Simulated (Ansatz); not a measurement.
Input file:

```yaml
crystal:
  periodic: [false, false, false]
  atoms:
    - {symbol: Ge, position_ang: [-0.000006, 0.261120, 2.312170]}
    - {symbol: Si, position_ang: [-0.000010, 0.377396, -1.032021]}
    - {symbol: N, position_ang: [0.000040, 0.221404, 0.601446]}
    - {symbol: H, position_ang: [-0.000024, -0.859920, -1.881595]}
basis:
  gaussian: {orbitals: cc-pVDZ}
total_charge: 1
magnetization: {spin_polarized: false, initial_magnetization: 3}
correlation: {method: ccsd_t, electrons: outside_noble_gas}
output: {forces: true}
```

```sh
$ ansatz run in.yaml --threads 1 --pin off --events-out ev --progress --plain --max-ram 2393MiB
```

Output:

```
692 factors; integrals over basis functions are off by at most 1.3e-3 eV
mean field evaluation 1: about -65809.2919 eV, gradient 6.0e1 eV
mean field evaluation 2: about -65809.2983 eV, gradient 6.0e1 eV
mean field evaluation 4: about -65819.7041 eV, gradient 1.1e1 eV
mean field evaluation 8: about -65821.2126 eV, gradient 1.8e0 eV
mean field evaluation 16: about -65821.2729 eV, gradient 7.0e-6 eV
mean field evaluation 32: about -65821.1941 eV, gradient 6.5e-1 eV
mean field evaluation 64: about -65821.7743 eV, gradient 2.9e-6 eV
mean field evaluation 96: about -65820.0608 eV, gradient 6.0e0 eV
mean field evaluation 128: about -65821.7322 eV, gradient 2.4e0 eV
mean field evaluation 160: about -65818.3379 eV, gradient 4.9e0 eV
...
mean field -65821.77425315 eV, -2418.9055882022 hartree, gradient 2.9e-6 eV, S^2 3.750000; 21 other end points of the search recorded, 0 dependent functions left out
...
determinant -65821.77425315 eV, -2418.9055882022 hartree, with singles and doubles -65829.56477041 eV, -2419.1918844310 hartree
determinant -65821.73782171 eV, -2418.9042493715 hartree, with singles and doubles -65829.43620980 eV, -2419.1871599156 hartree
determinant -65821.27292942 eV, -2418.8871648949 hartree, with singles and doubles -65829.59344296 eV, -2419.1929381276 hartree
determinant -65821.25192592 eV, -2418.8863930305 hartree, with singles and doubles -65828.88331280 eV, -2419.1668413258 hartree
determinant -65821.00956812 eV, -2418.8774865457 hartree, with singles and doubles -65829.63304974 eV, -2419.1943936502 hartree
determinant -65820.92537278 eV, -2418.8743924240 hartree, with singles and doubles -65828.96260737 eV, -2419.1697553475 hartree
determinant -65820.62744957 eV, -2418.8634439480 hartree, with singles and doubles -65828.24469348 eV, -2419.1433724984 hartree
determinant -65821.77425315 eV, -2418.9055882022 hartree, with singles and doubles -65829.61820505 eV, -2419.1938481177 hartree
determinant -65821.73782171 eV, -2418.9042493715 hartree, with singles and doubles -65829.43911054 eV, -2419.1872665159 hartree
determinant -65821.27292942 eV, -2418.8871648949 hartree, with singles and doubles -65829.62337538 eV, -2419.1940381239 hartree
determinant -65821.00956812 eV, -2418.8774865457 hartree, with singles and doubles -65829.64224144 eV, -2419.1947314388 hartree
...
20 core orbitals not correlated: weight in the atoms' cores, before any rotation towards them, 0.998 or more for the frozen orbitals, at most 0.002 for the correlated occupied ones
reference -65821.27292942 eV, -2418.8871648949 hartree; 8, 5 occupied and 36, 39 virtual orbitals, 692 factors
second order -7.57969570 eV of doubles, -0.09620059 eV of singles
...
cycle   2  -8.35045301 eV  change   -2.9e-6 eV  update   3.4e-6
cycle   3  -8.35045628 eV  change   -3.3e-6 eV  update   2.7e-6
cycle   4  -8.35045278 eV  change    3.5e-6 eV  update   1.5e-6
cycle   5  -8.35045158 eV  change    1.2e-6 eV  update   1.2e-6
cycle   6  -8.35045105 eV  change    5.3e-7 eV  update   9.5e-7
cycle   7  -8.35045053 eV  change    5.3e-7 eV  update   7.0e-7
cycle   8  -8.35044957 eV  change    9.5e-7 eV  update   5.2e-7
cycle   9  -8.35044934 eV  change    2.4e-7 eV  update   3.0e-7
cycle  10  -8.35044929 eV  change    4.2e-8 eV  update   1.8e-7
cycle  11  -8.35044929 eV  change    3.3e-9 eV  update   9.4e-8
perturbative correction -0.45996960 eV, -0.0169035711 hartree
the calculation of the forces begins
Total energy: -65830.08334831 eV, -2419.2109418173 hartree
Atom 0 at    -0.000006     0.261120     2.312170 Å, force    -0.000020     0.353481     1.597111 eV/Å
Atom 1 at    -0.000010     0.377396    -1.032021 Å, force    -0.000067     1.017521    -1.482398 eV/Å
Atom 2 at     0.000040     0.221404     0.601446 Å, force     0.000052    -1.089708    -0.291442 eV/Å
Atom 3 at    -0.000024    -0.859920    -1.881595 Å, force     0.000035    -0.281294     0.176729 eV/Å
Dipole moment:    -0.000022    -0.060051    -0.313185 e Å
```

Forces (eV/Å):
```
Ge   0.000  0.353  1.597
Si   0.000  1.018 -1.482
N    0.000 -1.090 -0.291
H    0.000 -0.281  0.177
```

The determinant lies 0.50 eV above the lowest one of its kind in the log. The T1 diagnostic is 0.074.

Ran on 1 thread of Arm Neoverse V1, shared host: 55 s wall, 0.22 GiB peak host memory.
